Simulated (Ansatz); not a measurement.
Z-matrix (Å, degrees):
```
C
O 1 1.404
H 1 1.089 2 107.1
H 1 1.099 2 111.2 3 119.1
H 1 1.096 2 111.3 3 -119.1
C 2 1.386 1 113.9 3 -174.9
S 6 1.824 2 116.0 1 -69.7
H 6 1.096 2 111.7 1 54.5
H 6 1.090 2 106.8 1 173.6
H 7 1.342 6 97.5 2 88.6
```

Charge 0, multiplicity 1.

**Question.** List the PBE/def2-TZVPP orbital energies in eV (Ansatz). (An estimate is asked.)

**Answer.** Computed: Occupied: -2395.70, -510.79, -271.08, -270.11, -208.64, -154.81, -154.71, -154.53, -26.48, -19.33, -17.53, -15.18, -12.33, -12.30, -11.48, -10.37, -9.47, -8.39, -7.88, -6.25, -5.93. Lowest empty: -0.55, 0.41, 1.15, 1.36, 1.73, 2.11, 2.59, 2.71.
